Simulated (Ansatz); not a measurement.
Input file:

```yaml
crystal:
  periodic: [false, false, false]
  atoms:
    - {symbol: B, position_ang: [-1.994443, 0.000000, 0.000000]}
    - {symbol: H, position_ang: [-2.591176, 1.033571, 0.000000]}
    - {symbol: H, position_ang: [-2.591176, -1.033571, 0.000000]}
    - {symbol: H, position_ang: [-0.469443, 0.000000, 0.000000]}
    - {symbol: Si, position_ang: [0.970557, 0.000000, 0.000000]}
basis:
  gaussian: {orbitals: cc-pVTZ}
magnetization: {spin_polarized: false, initial_magnetization: 2}
correlation: {method: bccd_t, electrons: outside_noble_gas}
```

```sh
$ ansatz run in.yaml --threads 2 --pin off --events-out ev --progress --plain --max-ram 16896MiB --backend cuda --devices 0, --max-vram 18GiB
```

Log:

```
611 factors; integrals over basis functions are off by at most 1.6e-3 eV
mean field evaluation 1: about -8575.4730 eV, gradient 1.2e1 eV
mean field evaluation 2: about -8575.4749 eV, gradient 1.2e1 eV
mean field evaluation 4: about -8576.6897 eV, gradient 1.9e0 eV
mean field evaluation 8: about -8576.8348 eV, gradient 2.0e-1 eV
mean field evaluation 16: about -8576.7806 eV, gradient 1.4e0 eV
mean field evaluation 32: about -8576.8352 eV, gradient 1.5e-1 eV
mean field evaluation 64: about -8575.5661 eV, gradient 2.7e-6 eV
mean field evaluation 96: about -8575.4996 eV, gradient 5.6e0 eV
mean field evaluation 128: about -8572.2205 eV, gradient 5.3e-1 eV
mean field evaluation 160: about -8575.7647 eV, gradient 1.9e-4 eV
...
cycle   4  -6.32435721 eV  change    2.9e-3 eV  update   5.4e-3
cycle   5  -6.32392147 eV  change    4.4e-4 eV  update   3.9e-3
cycle   6  -6.32117060 eV  change    2.8e-3 eV  update   1.9e-3
cycle   7  -6.32061103 eV  change    5.6e-4 eV  update   5.6e-4
cycle   8  -6.32098649 eV  change   -3.8e-4 eV  update   2.0e-4
cycle   9  -6.32110488 eV  change   -1.2e-4 eV  update   1.0e-4
cycle  10  -6.32103543 eV  change    6.9e-5 eV  update   4.0e-5
cycle  11  -6.32101058 eV  change    2.5e-5 eV  update   2.2e-5
cycle  12  -6.32102226 eV  change   -1.2e-5 eV  update   1.3e-5
cycle  13  -6.32101883 eV  change    3.4e-6 eV  update   7.6e-6
perturbative correction -0.29955204 eV, -0.0110083343 hartree
Total energy: -8583.45596607 eV, -315.4361886775 hartree
```

For the same geometry and basis RCCSDT(Q) lies 71.9 meV lower.

Ran on 2 threads of AMD EPYC 7R13 with a shared H100 80 GB, shared host: 4.4 s wall, 0.83 GiB peak host memory.
